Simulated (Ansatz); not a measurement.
# CH5BS: nudged elastic band for an internal rotation from a Python script

Aim: a nudged elastic band for an internal rotation, for CH5BS, run from a script. SMILES: BSC.

Program: Ansatz 0.2.0 through its Python package. Level of theory: B3LYP/def2-SVP. These are calculated values, not measurements.

### Step 1. Starting point

Bond lengths: B1–S2 1.823 Å, S2–C3 1.808 Å, B1–H4 1.139 Å, B1–H5 1.211 Å, C3–H6 1.124 Å, C3–H7 1.164 Å, C3–H8 1.048 Å. Angles: B1–S2–C3 92.5°, S2–B1–H4 121.3°, S2–B1–H5 121.9°, H4–B1–H5 116.7°, S2–C3–H6 110.2°, S2–C3–H7 107.7°, S2–C3–H8 112.0°, H6–C3–H7 106.1°, H6–C3–H8 112.5°, H7–C3–H8 108.1°.

The script holds or builds the structure itself.

### Step 2. Script

Input file neb_ch5bs.py:

```python
'''Barrier to internal rotation of CH5BS by a nudged elastic band.'''

import warnings

import ansatz as az
import numpy as np

BASIS_SET = 'def2-SVP'
FUNCTIONAL = 'b3lyp'

GEOMETRY = '''
B    -0.85310    0.82060   -0.87320
S     0.85010    0.17700   -0.96670
C     0.70090   -0.67520    0.62130
H    -1.72630    0.25100   -1.33150
H    -1.10100    1.90680   -0.39780
H     0.54090    0.06960    1.44770
H     1.72070   -1.19070    0.84420
H    -0.04000   -1.41630    0.60020
'''


def main() -> None:
    warnings.simplefilter('ignore', az.DeckWarning)

    molecule = az.Crystal.molecule()
    for line in GEOMETRY.strip().splitlines():
        symbol, *xyz = line.split()
        molecule = molecule.atom(symbol, [float(v) for v in xyz])

    base = molecule.calculation().basis(gaussian=BASIS_SET).functional(FUNCTIONAL)
    symbols = [site.symbol for site in molecule.cartesian_sites]
    start = np.array([site.position_ang for site in molecule.cartesian_sites], dtype=float)
    r = base.relax(force_tolerance=0.005).run().report
    end = np.array(r['positions_ang'])

    # the end point is the same minimum with the three like atoms permuted
    first, second, third = [5, 6, 7]
    turned = end.copy()
    turned[[first, second, third]] = end[[second, third, first]]
    listed = lambda xyz: [{'symbol': s, 'position_ang': p.tolist()} for s, p in zip(symbols, xyz)]
    deck = base.input().to_dict()
    deck['crystal']['atoms'] = listed(end)
    deck['neb'] = {'final_atoms': listed(turned), 'images': 4, 'initial_path': 'idpp', 'f_tol': 0.03, 'max_iterations': 40}
    rounds = []
    band = az.Session.from_dict(deck).plan().execute(on_event=lambda e: rounds.append(e['data']) if e['event'] == 'neb_iteration' else None)
    for each in rounds:
        print(f'round {each["iteration"]:2d}  largest band force {each["band_force_max_ev_ang"]:.4f} eV/A')
    images = rounds[-1]['images']
    for image in images:
        print(f's = {image["path_coordinate_ang"]:6.3f} A   {96.485332 * (image["lagrangian_ev"] - images[0]["lagrangian_ev"]):8.3f} kJ/mol')


if __name__ == '__main__':
    main()
```

### Step 3. The calls as engine input

The package turns the script's settings into the engine's input (first run):

```yaml
crystal:
  periodic: [false, false, false]
  atoms:
    - { symbol: B, position_ang: [-0.8531, 0.8206, -0.8732] }
    - { symbol: S, position_ang: [0.8501, 0.177, -0.9667] }
    - { symbol: C, position_ang: [0.7009, -0.6752, 0.6213] }
    - { symbol: H, position_ang: [-1.7263, 0.251, -1.3315] }
    - { symbol: H, position_ang: [-1.101, 1.9068, -0.3978] }
    - { symbol: H, position_ang: [0.5409, 0.0696, 1.4477] }
    - { symbol: H, position_ang: [1.7207, -1.1907, 0.8442] }
    - { symbol: H, position_ang: [-0.04, -1.4163, 0.6002] }
basis:
  gaussian:
    orbitals: def2-SVP
hamiltonian:
  xc: b3lyp
relax:
  f_tol: 0.005
```

### Step 4. Running it

On the command line:

```console
$ python neb_ch5bs.py
```

Q: Predict the main results. Wanted: moves of the relaxation of run 1; energy gained in run 1; last largest force component of run 1; barrier forwards; barrier backwards; end to end.

As calculated:

| quantity | value |
| --- | --- |
| runs compared | 2 |
| moves of the relaxation of run 1 | 22 |
| energy gained in run 1 | 1.259 eV |
| last largest force component of run 1 | 0.0034 eV/Å |
| barrier forwards | 0.006 eV |
| barrier backwards | 0.006 eV |
| end to end | 0.000 eV |
| band iterations | 6 |

Run 1: The relaxation took 22 moves; the largest shift is 1.159 Å, of atom 5 (H). So large a move can change the bonding: the results belong to the relaxed structure. The highest image, number 3, lies 0.006 eV above the start, about 0.2 times kT at 300 K. The settings weren't tested for convergence. The energies are electronic: no zero-point or thermal terms, and the basis set is short of its limit. b3lyp holds the VWN-RPA fit, as in Gaussian; the form of ORCA and Turbomole is b3lyp5.
